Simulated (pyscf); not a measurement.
HO–PH₂ -> O=PH + hydrogen (H₂) (elimination; singlet surface; H–P, H–O broken, H–H formed). Optimised with ωB97X-D3(BJ)/def2-SVP in PySCF. Energies in eV from the reactant's lowest minimum found.

| level | barrier | reaction energy |
|---|---|---|
| ωB97X-D3(BJ)/def2-TZVP | 3.26 | +1.58 |
| r²SCAN/def2-TZVP | ___ | +1.51 |
| B3LYP-D3(BJ)/def2-TZVP | 3.14 | +1.42 |
| M06-2X/def2-TZVP | 3.26 | +1.57 |
| ωB97M-D3(BJ)/def2-TZVP | 3.20 | +1.50 |
| HF/def2-TZVP | ___ | ___ |

Some entries are withheld; supply them.


- r²SCAN/def2-TZVP, barrier: 3.04
- HF/def2-TZVP, barrier: 3.85
- HF/def2-TZVP, reaction energy: +1.70

The functionals in the table span 0.22 eV in this barrier, from r²SCAN to ωB97X-D3(BJ)/def2-TZVP. At the saddle there is also a short H–P contact that neither side keeps. This is the saddle that the search found; another between the same sides may lie lower.
